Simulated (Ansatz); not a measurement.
# CHNSi (triplet): wave-function methods side by side, def2-TZVPP

The task here is to estimate one member of a computed series from the others.

Computed with Ansatz 0.2.0, Gaussian basis. Level: def2-TZVPP, core rule «outside noble gas», up to 7 orbitals frozen.

Plan: UHF; ROHF; CCSD(T) on UHF.

2 further runs of the same task are left out: 2 set aside as unsound or not needed.

### The system

The geometry is a PBE0/def2-TZVP stationary point (not a proven minimum).

4 atoms, charge 0, spin multiplicity 3.

Atoms are counted from 1 here; the program's logs count them from 0.

Bond lengths: C1–N2 1.240 Å, C1–Si3 1.952 Å, N2–H4 1.013 Å. Angles: N2–C1–Si3 78.7°, C1–N2–H4 135.7°.

As a file:

```xyz
4

C     0.0000   -0.7848    0.7802
N     0.0000    0.4093    1.1140
Si    0.0000    0.0986   -0.9607
H     0.0000    0.9166    1.9911
```

Set-up of the first run:

File in.yaml:

```yaml
crystal:
  periodic: [false, false, false]
  atoms:
    - {symbol: C, position_ang: [0.000000, -0.784833, 0.780179]}
    - {symbol: N, position_ang: [0.000000, 0.409287, 1.114041]}
    - {symbol: Si, position_ang: [0.000000, 0.098619, -0.960690]}
    - {symbol: H, position_ang: [0.000000, 0.916592, 1.991118]}
basis:
  gaussian: {orbitals: def2-TZVPP}
magnetization: {spin_polarized: true, initial_magnetization: 2}
hamiltonian: {xc: hf}
output: {orbitals: {seedname: orbitals}}
```

Launch:

```
ansatz run in.yaml --threads 1 --pin off --events-out ev --progress --plain --max-ram 4096MiB --backend cpu
```

Among the steps run: UHF; ROHF; CCSD(T) on UHF.

One of the session's tables, all rows but one given; the rest of the session is left out.

| method | from UCCSD(T) (meV) |
| --- | --- |
| ROHF | ? |
| UHF | +12394.1 |
| UMP2 | +1348.0 |
| UCCSD | +645.0 |
| UCCSD(T) | 0 |

**Question.** Estimate the row for ROHF.

**Answer.** from UCCSD(T) (meV): +12698.0. In the column «from UCCSD(T) (meV)» it is the highest.

With the free atoms at the same levels and basis (separate runs), the atomisation energy is 12.713 eV at UCCSD(T), 7.944 eV at ROHF.
